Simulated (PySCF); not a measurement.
Core-level binding energies of `CO[C@@H]1[C@@H]2C[C@@H]21`

Species: C₅H₈O.
Z-matrix (Å and degrees, GFN2-xTB geometry), rows numbered from 1:
```
C 
O   1  1.4077
C   2  1.3943  1  112.64
C   3  1.5017  2  121.19  1   -78.64
C   4  1.4974  3   96.20  2   -58.56
C   3  1.4882  2  119.65  1  -149.25
H   1  1.0962  2  111.15  3    60.00
H   1  1.0973  2  111.09  3   -61.26
H   1  1.0880  2  106.59  3   179.46
H   3  1.0939  2  112.40  1    66.19
H   4  1.0695  3  131.95  6  -124.11
H   5  1.0827  4  117.51  6  -107.25
H   5  1.0815  4  118.90  6   108.03
H   6  1.0687  3  131.43  4   125.46
```

Method: PySCF, delta-SCF UKS SCAN, pcX-2 on the ionised atom, pcseg-1 elsewhere, spin-free X2C. Binding energies are ΔSCF values: E(core-ionised, relaxed orbitals) − E(ground state) at a fixed geometry, referred to the vacuum level.

Task: List the computed XPS lines with their assignment.

Result: 
```tsv
atom(s)	environment	level	binding energy (eV)	above the level's lowest (eV)	count
C4/C6	sp3 carbon at a ring junction	C 1s	290.67	0.00	2
C5	three-membered-ring carbon	C 1s	290.80	+0.13	1
C1	methoxy carbon	C 1s	291.96	+1.29	1
C3	sp3 carbon bound to oxygen	C 1s	292.17	+1.50	1
O2	ether oxygen	O 1s	538.11	0.00	1
```

The listed C 1s values span 1.50 eV, from C4/C6 (bonded to 3 C and H) to C3 (bonded to O, 2 C and H). The widest gap between neighbouring values is 1.16 eV, between 290.80 and 291.96 eV. Summing the Pauling electronegativity differences to the bonded atoms, each weighted by its formal bond order, gives -0.35 for the lowest site and +0.54 for the highest; no listed site has a larger sum than the highest. The smallest sum, -0.70, belongs to C5, 0.13 eV above the lowest.

Task: Express the binding energy of C 1s of C1 in atomic units and per mole.

Result: 291.96 eV = 10.7293 Eh = 28170 kJ/mol.

One atom of each set of topologically equivalent atoms was ionised and stands for the set; in this conformer not all members are related by symmetry, and their own values weren't computed. The structure is a single GFN2-xTB conformer in the gas phase; no vibrational or solvent corrections.
